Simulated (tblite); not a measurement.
Compound: C5H7O (charge +1).
Bonds: O1–C2 (triple), C2–C3, C3–C4, C4–C5, C5–C6, C4–C6. Hydrogens: H7, H8 on C3; H9 on C4; H10, H11 on C5; H12, H13 on C6.
Bond orders are those of one Lewis drawing.

Computed with GFN2-xTB (tblite), gas phase: Langevin dynamics at 200 K from the optimised GFN2-xTB geometry, time step 0.5 fs, friction 0.01 fs⁻¹, 2000 steps. The instantaneous temperature is 2·E(kin)/(3Nk) with all 3N coordinates.

| t (fs) | T (K) | E(pot) above start (eV) | O1≡C2 (Å) | C2–C3 (Å) | C3–C4 (Å) | C4–C5 (Å) | C5–C6 (Å) | C3–H7 (Å) | C2–C3–C4–C5 (°) |
| --- | --- | --- | --- | --- | --- | --- | --- | --- | --- |
| 0 | 167 | 0.000 | 1.120 | 1.380 | 1.553 | 1.506 | 1.491 | 1.098 | -140 |
| 25 | 70 | 0.226 | 1.106 | 1.401 | 1.547 | 1.471 | 1.463 | 1.108 | -136 |
| 50 | 141 | 0.187 | 1.120 | 1.400 | 1.556 | 1.501 | 1.449 | 1.086 | -138 |
| 75 | 150 | 0.184 | 1.130 | 1.397 | 1.616 | 1.502 | 1.484 | 1.092 | -140 |
| 100 | 174 | 0.178 | 1.117 | 1.372 | 1.590 | 1.488 | 1.485 | 1.130 | -133 |
| 125 | 124 | 0.279 | 1.106 | 1.396 | 1.505 | 1.491 | 1.471 | 1.139 | -130 |
| 150 | 125 | 0.262 | 1.122 | 1.417 | 1.552 | 1.478 | 1.482 | 1.133 | -129 |
| 175 | 162 | 0.252 | 1.153 | 1.411 | 1.575 | 1.476 | 1.500 | 1.120 | -134 |
| 200 | 178 | 0.159 | 1.133 | 1.392 | 1.546 | 1.493 | 1.476 | 1.090 | -132 |
| 225 | 121 | 0.318 | 1.086 | 1.391 | 1.587 | 1.488 | 1.450 | 1.047 | -129 |
| 250 | 203 | 0.217 | 1.117 | 1.354 | 1.519 | 1.493 | 1.467 | 1.092 | -129 |
| 275 | 159 | 0.356 | 1.148 | 1.377 | 1.553 | 1.500 | 1.484 | 1.130 | -128 |
| 300 | 191 | 0.263 | 1.109 | 1.390 | 1.552 | 1.492 | 1.503 | 1.127 | -135 |
| 325 | 185 | 0.257 | 1.103 | 1.382 | 1.534 | 1.485 | 1.523 | 1.133 | -133 |
| 350 | 223 | 0.229 | 1.148 | 1.398 | 1.606 | 1.513 | 1.495 | 1.088 | -132 |
| 375 | 213 | 0.333 | 1.131 | 1.412 | 1.534 | 1.534 | 1.482 | 1.057 | -135 |
| 400 | 192 | 0.282 | 1.108 | 1.403 | 1.552 | 1.494 | 1.502 | 1.097 | -134 |
| 425 | 224 | 0.268 | 1.107 | 1.340 | 1.605 | 1.495 | 1.517 | 1.119 | -140 |
| 450 | 195 | 0.266 | 1.131 | 1.345 | 1.542 | 1.529 | 1.471 | 1.129 | -140 |
| 475 | 174 | 0.229 | 1.117 | 1.390 | 1.569 | 1.515 | 1.488 | 1.101 | -143 |
| 500 | 142 | 0.207 | 1.109 | 1.415 | 1.595 | 1.487 | 1.508 | 1.085 | -137 |
| 525 | 142 | 0.206 | 1.121 | 1.394 | 1.516 | 1.518 | 1.521 | 1.078 | -136 |
| 550 | 184 | 0.247 | 1.132 | 1.365 | 1.587 | 1.522 | 1.485 | 1.075 | -146 |
| 575 | 184 | 0.229 | 1.116 | 1.377 | 1.624 | 1.488 | 1.484 | 1.116 | -149 |
| 600 | 152 | 0.318 | 1.118 | 1.427 | 1.496 | 1.471 | 1.465 | 1.135 | -144 |
| 625 | 189 | 0.302 | 1.136 | 1.405 | 1.589 | 1.487 | 1.437 | 1.107 | -143 |
| 650 | 234 | 0.209 | 1.115 | 1.345 | 1.532 | 1.477 | 1.504 | 1.068 | -150 |
| 675 | 179 | 0.261 | 1.104 | 1.357 | 1.606 | 1.519 | 1.539 | 1.084 | -159 |
| 700 | 277 | 0.233 | 1.124 | 1.412 | 1.592 | 1.526 | 1.512 | 1.103 | -159 |
| 725 | 155 | 0.371 | 1.136 | 1.442 | 1.495 | 1.530 | 1.528 | 1.113 | -153 |
| 750 | 267 | 0.256 | 1.123 | 1.387 | 1.559 | 1.492 | 1.554 | 1.128 | -159 |
| 775 | 223 | 0.280 | 1.110 | 1.358 | 1.617 | 1.521 | 1.532 | 1.113 | -173 |
| 800 | 154 | 0.392 | 1.118 | 1.352 | 1.548 | 1.548 | 1.476 | 1.084 | -172 |
| 825 | 163 | 0.304 | 1.128 | 1.361 | 1.556 | 1.496 | 1.518 | 1.086 | -177 |
| 850 | 190 | 0.342 | 1.118 | 1.386 | 1.607 | 1.491 | 1.486 | 1.091 | -176 |
| 875 | 184 | 0.335 | 1.123 | 1.407 | 1.523 | 1.499 | 1.486 | 1.140 | -179 |
| 900 | 214 | 0.228 | 1.124 | 1.376 | 1.587 | 1.525 | 1.482 | 1.124 | -172 |
| 925 | 220 | 0.368 | 1.123 | 1.372 | 1.549 | 1.464 | 1.517 | 1.107 | -168 |
| 950 | 240 | 0.377 | 1.112 | 1.382 | 1.556 | 1.490 | 1.479 | 1.055 | -162 |
| 975 | 164 | 0.438 | 1.123 | 1.378 | 1.579 | 1.525 | 1.503 | 1.079 | -154 |
| 1000 | 252 | 0.341 | 1.111 | 1.336 | 1.564 | 1.516 | 1.520 | 1.103 | -155 |

Problem. From 500 fs on, how do temperature and potential energy compare with equipartition?

Solution. The mean temperature of these 21 frames is 196 K against the target 200 K, and the mean potential energy 0.30 eV against 33 × kT/2 = 0.28 eV for 33 classical harmonic modes. For 13 atoms in a canonical ensemble the temperature itself scatters by T·√(2/(3N)) = 45 K; here its standard deviation is 40 K. The whole run lasts only 10 friction times of 100 fs, so these averages carry a wide statistical error.

Problem. What are the kinetic and total energies of the listed frame with the highest potential energy?

Solution. The one at 975 fs, 0.438 eV above the start. Its kinetic energy is 3NkT/2 = 0.275 eV at 164 K, so the sum is 0.71 eV; over the listed frames the sum runs from 0.28 to 0.78 eV, since the thermostat adds and removes energy.

Problem. How much do the listed bonds fluctuate from 500 fs on?

Solution. 
| bond | at the start (Å) | mean (Å) | standard deviation (Å) |
| --- | --- | --- | --- |
| O1≡C2 | 1.120 | 1.120 | 0.008 |
| C2–C3 | 1.380 | 1.383 | 0.027 |
| C3–C4 | 1.553 | 1.566 | 0.037 |
| C4–C5 | 1.506 | 1.504 | 0.022 |
| C5–C6 | 1.491 | 1.502 | 0.027 |
| C3–H7 | 1.098 | 1.099 | 0.022 |

The motion is classical and holds no zero-point motion.

What follows is the cost of the whole dynamics run. Hardware: one thread, AMD EPYC 7571 (x86_64), on a shared host. Cost: 20 s of wall time, 0.18 GiB resident at most.
